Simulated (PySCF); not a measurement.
# What builds the first ionisation energy along the second row

All values are computed (PySCF 2.14, energy differences of UHF-based or UKS calculations, no spin-orbit coupling). Each column adds one step, in eV (sums use unrounded values): valence MP2, valence CCSD, valence triples, then the next inner shell at CCSD(T) (Be 1s, B 1s, C 1s, N 1s, O 1s, F 1s, Ne 1s). References (NIST) marked * lie between the lowest fine-structure levels; the others compare directly ((s) semi-empirical, (t) theoretical).

```json
{"element": "Be [He] 2s2 → [He] 2s1 (aug-cc-pCVTZ, non-relativistic)", "UHF": "8.043", "+ MP2": "0.782", "+ CCSD": "0.464", "+ (T)": "0.000", "+ inner shell": "0.014", "sum": "9.303", "reference": "9.323"}
{"element": "B [He] 2s2 2p1 → [He] 2s2 (aug-cc-pwCVTZ, non-relativistic)", "UHF": "8.037", "+ MP2": "0.230", "+ CCSD": "-0.089", "+ (T)": "0.038", "+ inner shell": "0.033", "sum": "8.248", "reference": "8.297"}
{"element": "C [He] 2s2 2p2 → [He] 2s2 2p1 (aug-cc-pwCVTZ, non-relativistic)", "UHF": "10.796", "+ MP2": "0.459", "+ CCSD": "-0.099", "+ (T)": "0.029", "+ inner shell": "0.029", "sum": "11.214", "reference": "11.262"}
{"element": "N [He] 2s2 2p3 → [He] 2s2 2p2 (aug-cc-pwCVTZ, non-relativistic)", "UHF": "13.894", "+ MP2": "0.696", "+ CCSD": "-0.142", "+ (T)": "0.027", "+ inner shell": "0.026", "sum": "14.500", "reference": "14.545"}
{"element": "F [He] 2s2 2p5 → [He] 2s2 2p4 (aug-cc-pwCVTZ, non-relativistic)", "UHF": "15.668", "+ MP2": "1.652", "+ CCSD": "-0.111", "+ (T)": "0.062", "+ inner shell": "0.016", "sum": "17.288", "reference": "17.427"}
{"element": "Ne [Ne] → [He] 2s2 2p5 (aug-cc-pwCVTZ, non-relativistic)", "UHF": "19.688", "+ MP2": "1.982", "+ CCSD": "-0.277", "+ (T)": "0.072", "+ inner shell": "0.016", "sum": "21.480", "reference": "21.597"}
```

Question: Estimate the missing row, O [He] 2s2 2p4 → [He] 2s2 2p3 (aug-cc-pwCVTZ, non-relativistic).

Answer: The calculation gives UHF 12.029; + MP2 1.320; + CCSD 0.032; + (T) 0.050; + inner shell 0.016; sum 13.448. The reference value is 13.608.

What remains against the references is mostly basis incompleteness.

Question: What share of the correlation contribution for Ne comes from the inner shell?

Answer: The four steps add to 1.793 eV, of which the inner shell gives 0.016 eV, or 1 %.
